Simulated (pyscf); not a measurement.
One four-centre exchange on the singlet surface with elements of a group swapped. ωB97M-D3(BJ)/def2-TZVP, kJ/mol, from the separated reactants. Single points on ωB97X-D3(BJ)/def2-SVP structures (PySCF, gas phase).

```
step                                       barrier  reaction energy  imaginary mode (i cm⁻¹)
--------------------------------------  ----------  ---------------  -----------------------
H₂N–B(OH)–Cl + HCl → HO–B(Cl)–Cl + NH₃  (withheld)       (withheld)                      792
H₂N–B(OH)–F + HF → HO–B(F)–F + NH₃            39.7            -39.6                      955
```

Question: Some entries are withheld; supply them.

Answer: 
- H₂N–B(OH)–Cl + HCl → HO–B(Cl)–Cl + NH₃, barrier: 52.1
- H₂N–B(OH)–Cl + HCl → HO–B(Cl)–Cl + NH₃, reaction energy: +34.0

Row 1: On the product side the descent ends in an adduct with a B–N contact, 76.8 kJ/mol under the separated species and 97.1 kJ/mol under the saddle at ωB97X-D3(BJ)/def2-TZVP. Row 2: On the reactant side the descent ends in a complex, 27.3 kJ/mol under the separated species and 68.3 kJ/mol under the saddle at ωB97X-D3(BJ)/def2-TZVP. On the product side the descent ends in an adduct with a B–N contact, 60.4 kJ/mol under the separated species and 139.8 kJ/mol under the saddle at ωB97X-D3(BJ)/def2-TZVP. Each row is the saddle that its search found.
